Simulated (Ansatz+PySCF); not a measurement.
Values are calculated unless marked as measured or tabulated.
## Ansatz (development build ahead of 0.2.0) run

```yaml
crystal:
  periodic: [false, false, false]
  atoms:
    - { symbol: C, position_ang: [0.0, -0.43879, -0.10206] }
    - { symbol: O, position_ang: [0.0, -0.39143, 1.1886] }
    - { symbol: O, position_ang: [0.0, 0.70628, -0.97258] }
    - { symbol: H, position_ang: [0.0, -1.44406, -0.75599] }
    - { symbol: H, position_ang: [0.0, 1.558, -0.35982] }
basis:
  gaussian: { orbitals: def2-SVP }
hamiltonian:
  xc: hf
correlation:
  method: ccsd_t
  frozen_orbitals: { C: 1, H: 0, O: 1 }
scf:
  omitted_lower_state_checks: [starts, atomic_configurations, cluster_reference, orbital_swaps, given_window_search, neighbouring_geometries, increment]
```

The input is written out in the form of the current development build from the run's settings.

The run gave:

```json
{
 "Converged": "yes",
 "Reference energy": "-188.56979 hartree",
 "CCSD correlation energy": "-0.52818 hartree",
 "Triples correction": "-0.01817 hartree",
 "Total energy": "-189.11615 hartree",
 "Spin squared of the determinant": "0.000",
 "Stability test": "minimum among restricted orbitals",
 "Largest doubles amplitude": "0.10"
}
```
